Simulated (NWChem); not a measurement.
# C4H5 (but-1-yn-3-yl) at 4 levels

Aim: a comparison of 4 runs (UHF/STO-3G, UHF/3-21G, UB3LYP/6-31G*) of C4H5 (but-1-yn-3-yl). 

The calculation is run with NWChem 7.3.0.

### 1 Starting point

C4H5: 9 atoms, total charge 0, spin state doublet. As SMILES, `C#C[CH]C`. The shape is that of a GFN2-xTB optimisation.

Bond lengths: C1–C2 1.218 Å, C2–C3 1.359 Å, C3–C4 1.485 Å, C1–H5 1.048 Å, C3–H6 1.080 Å, C4–H7 1.094 Å, C4–H8 1.088 Å, C4–H9 1.093 Å. Some angles: C1–C2–C3 178.7°, C2–C3–C4 122.6°, C2–C1–H5 178.5°, C2–C3–H6 119.1°, C4–C3–H6 118.3°, C3–C4–H7 110.5°, C3–C4–H8 111.0°, C3–C4–H9 110.6°, H7–C4–H8 108.8°, H7–C4–H9 106.9°.

### 2 Energy and forces at UHF/STO-3G (run 1)

The input, nw.nw:

```
start nw
title "C4H5"
memory total 2200 mb
charge 0

geometry noautosym nocenter noautoz
C     0.267070    1.246300   -1.899060
C     0.245780    0.838610   -0.751910
C     0.203150    0.361730    0.519830
C    -0.300560   -0.995300    0.849500
H     0.312230    1.599570   -2.885000
H     0.555820    0.986840    1.326330
H     0.484270   -1.588950    1.326570
H    -0.637670   -1.513410   -0.045440
H    -1.130100   -0.935400    1.559160
end

basis spherical bse
* library STO-3G
end

scf
nopen 1
uhf
thresh 1e-08
maxiter 80
end

task scf gradient
```

Run with:

```sh
$ nwchem nw.nw > nw.out
```

Log:

```text
[...]
  functions       =    25
[...]
  wavefunction    = UHF
[...]
         Total SCF energy =   -152.408366950097
      One electron energy =   -396.537635232085
      Two electron energy =    147.728785372171
 Nuclear repulsion energy =     96.400482909817
                       Sz =      0.5000
                 Sz(Sz+1) =      0.7500
                      S^2 =      1.1253
[...]
                         UHF ENERGY GRADIENTS
    atom               coordinates                        gradient
                 x          y          z           x          y          z
   1 C       0.504689   2.355165  -3.588703    0.000098   0.005668  -0.017466
   2 C       0.464457   1.584743  -1.420904   -0.001498  -0.016511   0.041808
   3 C       0.383898   0.683571   0.982336   -0.007145  -0.010733  -0.025274
   4 C      -0.567976  -1.880844   1.605322    0.009169   0.028409  -0.013993
   5 H       0.590029   3.022749  -5.451859   -0.000485  -0.005884   0.016565
   6 H       1.050347   1.864857   2.506400   -0.001457  -0.002138  -0.005232
   7 H       0.915138  -3.002680   2.506854    0.003364  -0.000544   0.002883
   8 H      -1.205022  -2.859930  -0.085869   -0.000180   0.000251  -0.003040
   9 H      -2.135579  -1.767650   2.946385   -0.001866   0.001481   0.003749
[...]
```

Run time: 1.8 s. Hardware: 1 thread of AMD EPYC 9R45 (Zen 5), shared host; peak memory 0.099 GiB.

### 3 Energy and gradient at UHF/3-21G (run 2)

The input, nw.nw:

```
start nw
title "C4H5 hf"
memory 2200 mb
charge 0

geometry noautosym nocenter noautoz
   C      0.267070     1.246300    -1.899060
   C      0.245780     0.838610    -0.751910
   C      0.203150     0.361730     0.519830
   C     -0.300560    -0.995300     0.849500
   H      0.312230     1.599570    -2.885000
   H      0.555820     0.986840     1.326330
   H      0.484270    -1.588950     1.326570
   H     -0.637670    -1.513410    -0.045440
   H     -1.130100    -0.935400     1.559160
end

basis "ao basis" spherical bse
   * library 3-21G
end

scf
   nopen 1
   uhf
   thresh 1e-08
   maxiter 80
   print medium
end

task scf gradient
```

Run with:

```sh
$ nwchem nw.nw > nw.out
```

Log:

```text
[...]
  functions       =    46
[...]
  wavefunction    = UHF
[...]
         Total SCF energy =   -153.435495093360
      One electron energy =   -396.230195515839
      Two electron energy =    146.394217512663
 Nuclear repulsion energy =     96.400482909817
                       Sz =      0.5000
                 Sz(Sz+1) =      0.7500
                      S^2 =      0.9858
[...]
                         UHF ENERGY GRADIENTS
    atom               coordinates                        gradient
                 x          y          z           x          y          z
   1 C       0.504689   2.355165  -3.588703   -0.001253  -0.002676   0.005053
   2 C       0.464457   1.584743  -1.420904    0.000308  -0.002640   0.006780
   3 C       0.383898   0.683571   0.982336   -0.006135  -0.011133  -0.012743
   4 C      -0.567976  -1.880844   1.605322    0.005485   0.016283  -0.006312
   5 H       0.590029   3.022749  -5.451859    0.000345  -0.000888   0.002937
   6 H       1.050347   1.864857   2.506400    0.000931   0.001321   0.002625
   7 H       0.915138  -3.002680   2.506854    0.003703  -0.001017   0.002691
   8 H      -1.205022  -2.859930  -0.085869   -0.000833  -0.000704  -0.004744
   9 H      -2.135579  -1.767650   2.946385   -0.002550   0.001454   0.003713
[...]
```

Wall time 2.1 s (1 thread of AMD EPYC 9R45 (Zen 5), shared host); peak memory 0.1 GiB.

### 4 Energy and gradient at UB3LYP/6-31G(d) (spherical functions) (run 3)

The input, c4h5.xyz:

```xyz
9
C4H5 B3LYP
C      0.267070     1.246300    -1.899060
C      0.245780     0.838610    -0.751910
C      0.203150     0.361730     0.519830
C     -0.300560    -0.995300     0.849500
H      0.312230     1.599570    -2.885000
H      0.555820     0.986840     1.326330
H      0.484270    -1.588950     1.326570
H     -0.637670    -1.513410    -0.045440
H     -1.130100    -0.935400     1.559160
```

The input, c4h5.nw:

```
start c4h5
title "C4H5 B3LYP"
memory total 2200 mb

geometry noautosym nocenter noautoz
  load format xyz c4h5.xyz
end

basis spherical bse
  C library 6-31G*
  H library 6-31G*
end

dft
  xc b3lyp
  mult 2
  grid xfine
  convergence energy 1e-08
  iterations 100
  mulliken
  print low
end

task dft gradient
```

Run with:

```sh
$ nwchem c4h5.nw > c4h5.out
```

Log:

```text
[...]
 d= 0,ls=0.0,diis     1   -155.2700451217 -2.52D+02  8.60D-03  8.81D-02     2.0
[...]
 d= 0,ls=0.0,diis    12   -155.3165588057 -7.38D-09  1.35D-06  4.75D-09    23.4
[...]
         Total DFT energy =     -155.316558805730
      One electron energy =     -398.169880007281
           Coulomb energy =      170.002959732533
    Exchange-Corr. energy =      -23.550121440799
 Nuclear repulsion energy =       96.400482909817
[...]
      <S2> =      0.7700 (Exact =     0.7500)
                         DFT ENERGY GRADIENTS
    atom               coordinates                        gradient
                 x          y          z           x          y          z
   1 C       0.504689   2.355165  -3.588703   -0.000348  -0.002921   0.006708
   2 C       0.464457   1.584743  -1.420904   -0.000371   0.000214  -0.005560
   3 C       0.383898   0.683571   0.982336   -0.000526   0.000298  -0.004956
   4 C      -0.567976  -1.880844   1.605322    0.000585   0.002432  -0.002261
   5 H       0.590029   3.022749  -5.451859   -0.000424  -0.004739   0.013480
   6 H       1.050347   1.864857   2.506400   -0.002081  -0.003852  -0.004692
   7 H       0.915138  -3.002680   2.506854   -0.001802   0.003892  -0.002042
   8 H      -1.205022  -2.859930  -0.085869    0.001565   0.003009   0.002020
   9 H      -2.135579  -1.767650   2.946385    0.003402   0.001668  -0.002697
 Task  times  cpu:       26.2s     wall:       26.2s
[...]
```

It took 27 s on 1 thread of AMD EPYC 9R45 (Zen 5), shared host; peak memory 0.14 GiB.

### 5 Energy and gradient at UB3LYP/6-31G(d) (Cartesian functions) (run 4)

The input, nw.nw:

```
START nw
memory total 2200 mb
GEOMETRY units angstroms noautosym nocenter noautoz
C        0.267070       1.246300      -1.899060
C        0.245780       0.838610      -0.751910
C        0.203150       0.361730       0.519830
C       -0.300560      -0.995300       0.849500
H        0.312230       1.599570      -2.885000
H        0.555820       0.986840       1.326330
H        0.484270      -1.588950       1.326570
H       -0.637670      -1.513410      -0.045440
H       -1.130100      -0.935400       1.559160
END
BASIS cartesian
* library 6-31G*
END
DFT
xc b3lyp
mult 2
grid xfine
convergence energy 1e-08
maxiter 100
mulliken
noprint "final vectors analysis"
END
TASK dft gradient
```

Run with:

```sh
$ nwchem nw.nw > nw.out
```

Log:

```text
[...]
          Wavefunction type:  spin polarized.
          No. of atoms     :     9
          No. of electrons :    29
[...]
          Charge           :     0
          Spin multiplicity:     2
[...]
          AO basis - number of functions:    70
[...]
              XC Information
              --------------
                         B3LYP Method XC Potential
                     Hartree-Fock (Exact) Exchange  0.200
                        Slater Exchange Functional  0.800 local
                    Becke 1988 Exchange Functional  0.720 non-local
              Lee-Yang-Parr Correlation Functional  0.810
                  VWN I RPA Correlation Functional  0.190 local
[...]
 d= 0,ls=0.0,diis     1   -155.2714606065 -2.52D+02  8.31D-03  1.18D-01     2.1
[...]
 d= 0,ls=0.0,diis    13   -155.3199076362 -2.76D-09  3.45D-07  2.82D-10    27.4
[...]
         Total DFT energy =     -155.319907636195
      One electron energy =     -398.143960719756
           Coulomb energy =      169.939709827172
    Exchange-Corr. energy =      -23.516139653428
 Nuclear repulsion energy =       96.400482909817
[...]
      Total Density - Mulliken Population Analysis
     ---------------------------------------------
    Atom       Charge   Shell Charges
 -----------   ------   -------------------------------------------------------
    1 C    6     6.48   1.99  0.70  2.01  0.73  1.04 -0.00
    2 C    6     5.60   1.99  0.72  2.04  0.49  0.37 -0.01
    3 C    6     6.28   1.99  0.70  2.07  0.56  0.95  0.01
    4 C    6     6.47   1.99  0.68  2.15  0.63  0.99  0.03
    5 H    1     0.81   0.52  0.30
    6 H    1     0.84   0.53  0.31
    7 H    1     0.84   0.52  0.31
    8 H    1     0.83   0.53  0.31
    9 H    1     0.84   0.52  0.31
[...]
      <S2> =      0.7700 (Exact =     0.7500)
[...]
  wavefunction    = open shell
[...]
```

Wall time 31 s (1 thread of AMD EPYC 9R45 (Zen 5), shared host); peak memory 0.15 GiB.

### 6 Overview of the runs

| run | level | iteration cap | module | energy (Eh) | dipole moment (D) | ⟨S²⟩ | largest force (eV/Å) | wall time |
| --- | --- | --- | --- | --- | --- | --- | --- | --- |
| 1 | UHF/STO-3G | 80 | scf | -152.408367 | 0.18 | 1.125 | 2.313 | 1.8 s |
| 2 | UHF/3-21G | 80 | scf | -153.435495 | 0.40 | 0.986 | 0.941 | 2.1 s |
| 3 | UB3LYP/6-31G* (spherical functions) | 100 | dft | -155.316559 | – | 0.770 | 0.735 | 27 s |
| 4 | UB3LYP/6-31G* (Cartesian functions) | 100 | dft | -155.319908 | 0.47 | 0.770 | 0.742 | 31 s |

### 7 Outcome

```
                       quantity          value
            run 4: total energy  -155.31991 Eh
           run 4: dipole moment         0.47 D
                    run 4: ⟨S²⟩          0.770
run 4: largest force on an atom     0.742 eV/Å
```

What this shows: Over runs 1, 2, 4 the dipole moment (its size) runs from 0.18 D (UHF/STO-3G) to 0.47 D (UB3LYP/6-31G*). The two ends differ in method and basis. In run 1 the basis is minimal, so the values are rough. Spin contamination of the reference: run 1 ⟨S²⟩ = 1.13, run 2 ⟨S²⟩ = 0.99. All runs together took 62 s, the longest 31 s.
